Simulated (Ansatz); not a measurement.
A CCSD(T) single point on C₃H₃FS, SMILES `FCC=C=S`.

```yaml
crystal:
  periodic: [false, false, false]
  atoms:
    - {symbol: F, position_ang: [-0.949726, 1.703291, 0.354866]}
    - {symbol: C, position_ang: [-0.094947, 0.666361, 0.696113]}
    - {symbol: C, position_ang: [-0.333097, -0.522648, -0.171901]}
    - {symbol: C, position_ang: [0.526822, -0.910328, -1.076724]}
    - {symbol: S, position_ang: [1.565441, -1.365818, -2.130725]}
    - {symbol: H, position_ang: [-0.291870, 0.422561, 1.743947]}
    - {symbol: H, position_ang: [0.930567, 1.026412, 0.593763]}
    - {symbol: H, position_ang: [-1.260990, -1.076831, -0.065239]}
basis:
  gaussian: {orbitals: def2-SVP}
correlation: {method: ccsd_t}
```

```sh
$ ansatz run in.yaml --threads 2 --pin off --events-out ev --progress --plain --max-ram 4352MiB
```

The program prints (abridged):

```
Functional definition: HF
879 factors; integrals over basis functions are off by at most 1.4e-3 eV
mean field evaluation 1: about -16650.0574 eV, gradient 2.7e1 eV
mean field evaluation 2: about -16650.1638 eV, gradient 2.7e1 eV
mean field evaluation 4: about -16652.3071 eV, gradient 3.4e0 eV
mean field evaluation 8: about -16652.3704 eV, gradient 3.8e-1 eV
mean field -16652.37231925 eV, -611.9633953492 hartree, gradient 5.3e-6 eV, S^2 0.000000; 0 other end points of the search recorded, 0 dependent functions left out
9 core orbitals not correlated: weight in the atoms' cores, before any rotation towards them, 1.000 or more for the frozen orbitals, at most 0.000 for the correlated occupied ones
reference -16652.37231925 eV, -611.9633953492 hartree; 14, 14 occupied and 66, 66 virtual orbitals, 879 factors
second order -19.09868541 eV of doubles, -0.00000000 eV of singles
cycle   1  -19.39190079 eV  change   -2.9e-1 eV  update   1.2e-1
cycle   2  -19.91841832 eV  change   -5.3e-1 eV  update   3.8e-2
cycle   3  -20.07798319 eV  change   -1.6e-1 eV  update   2.1e-2
cycle   4  -20.07481128 eV  change    3.2e-3 eV  update   5.4e-3
cycle   5  -20.07345794 eV  change    1.4e-3 eV  update   2.4e-3
cycle   6  -20.07389271 eV  change   -4.3e-4 eV  update   8.6e-4
cycle   7  -20.07377504 eV  change    1.2e-4 eV  update   3.8e-4
cycle   8  -20.07368999 eV  change    8.5e-5 eV  update   1.8e-4
cycle   9  -20.07376004 eV  change   -7.0e-5 eV  update   1.0e-4
cycle  10  -20.07382271 eV  change   -6.3e-5 eV  update   6.0e-5
cycle  11  -20.07378194 eV  change    4.1e-5 eV  update   3.6e-5
cycle  12  -20.07378275 eV  change   -8.1e-7 eV  update   2.2e-5
perturbative correction -0.72024755 eV, -0.0264686093 hartree
Total energy: -16673.16634955 eV, -612.7275618681 hartree
```

It took 3.6 s on 2 threads of an Intel Xeon Platinum 8488C on a shared host, with 0.33 GiB of host memory at the peak.

Correlation energy per correlated electron: -0.743 eV. T1 diagnostic: 0.0152.
